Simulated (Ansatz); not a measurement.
We consider bcc Li, described by PBE0-D3(BJ) in Ansatz (PAW).

Settings: plane-wave cutoff 460 eV, 14×14×14 k mesh, Fermi–Dirac smearing 0.05 eV, scalar-relativistic PAW data made under PBE.

Equation-of-state points:

```
V (Å³/atom)  E − E_lowest (meV/atom)  P (GPa)
-----------  -----------------------  -------
17.733                          2.42    0.854
18.200                          0.60    0.408
18.434                          0.15    0.202
18.666                          0.00    0.009
19.133                          0.50   -0.349
19.600                          2.00   -0.671
```

Q: What bulk modulus B0 and pressure derivative B′ does a third-order Birch–Murnaghan fit give?

A: V0 = 18.678 Å³/atom, B0 = 15.1 GPa, B′ = 3.3 (fit to the energies at full precision).

Measured, for comparison: bulk modulus 13.8 GPa (corrected for temperature and zero-point phonon effects, our sources range from 13.1 to 13.9; as tabulated in Levämäki et al. (2014), arXiv:1402.3671); equilibrium volume per atom 20.51 Å³/atom (low-temperature or extrapolated to 0 K; zero-point anharmonic expansion removed; as tabulated in Csonka et al. (2009), arXiv:0903.4037). Computed (rounded) less measured: bulk modulus +9 % (+9 % to +15 % over the range), equilibrium volume per atom -8.9 %.

The result took around 13 core-minutes (rough).

Ansatz is a first-principles code.
